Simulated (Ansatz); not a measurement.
A nudged elastic band was laid between two geometries of C₂H₄N (7 atoms, charge 0, multiplicity 2).

Method: Ansatz, UKS PBE/def2-SVP.

* movable images: 5
* climbing image: yes
* spring: 5.0 eV/Å²
* optimiser: quadratic models (default)
* start path: through a guess of the saddle point
* force threshold: 0.05 eV/Å
* iteration limit: 56
* end points: relaxed

Image 0:

```xyz
7
Properties=species:S:1:pos:R:3
C -0.697 0.390 -0.353
C 0.210 -0.508 0.406
N 1.457 -0.500 0.496
H -1.416 0.875 0.339
H -0.137 1.176 -0.910
H -1.303 -0.203 -1.069
H 1.886 -1.231 1.090
```

Image 6:

```xyz
7
Properties=species:S:1:pos:R:3
C -0.528 0.294 -0.267
C 0.689 -0.374 0.341
N 1.882 -0.023 0.165
H -1.206 0.647 0.537
H -0.229 1.151 -0.898
H -1.094 -0.436 -0.881
H 0.486 -1.259 1.003
```

What changes between the two ends?

Bonds broken: N3–H7. Bonds formed: C2–H7.

What energy profile does the band end with?

It converged. The highest image is number 3 of 0 to 6, 157.7 kJ/mol above the first end and 170.9 kJ/mol above the last; the last end lies 13.3 kJ/mol below the first. A vibrational analysis at the climbing image gives one clearly imaginary mode, 1920i cm⁻¹: a first-order saddle point.

| image | path coordinate (Å) | energy (kJ/mol) | N3–H7 (Å) | C2–H7 (Å) |
| --- | --- | --- | --- | --- |
| 0 | 0.00 | 0.0 | 1.04 | 1.95 |
| 1 | 0.34 | 14.8 | 1.04 | 1.80 |
| 2 | 0.68 | 77.3 | 1.06 | 1.53 |
| 3 | 1.02 | 157.7 | 1.27 | 1.25 |
| 4 | 1.31 | 82.5 | 1.59 | 1.15 |
| 5 | 1.60 | 7.1 | 1.87 | 1.12 |
| 6 | 1.90 | -13.3 | 2.05 | 1.12 |

What is the geometry of the highest image?


```xyz
7
Properties=species:S:1:pos:R:3
C -0.632 0.344 -0.313
C 0.492 -0.398 0.344
N 1.757 -0.319 0.376
H -1.325 0.746 0.453
H -0.223 1.182 -0.920
H -1.212 -0.338 -0.965
H 1.143 -1.219 1.026
```

What are the harmonic wavenumbers there?

1920i, 166, 379, 417, 874, 944, 994, 1292, 1375, 1380, 1752, 2511, 2948, 3057, 3075 cm⁻¹.

The run took 3.2 min on 1 thread of Intel(R) Xeon(R) Processor @ 2.50GHz (Skylake/Cascade Lake), with other jobs on the host, peak memory 0.14 GiB.
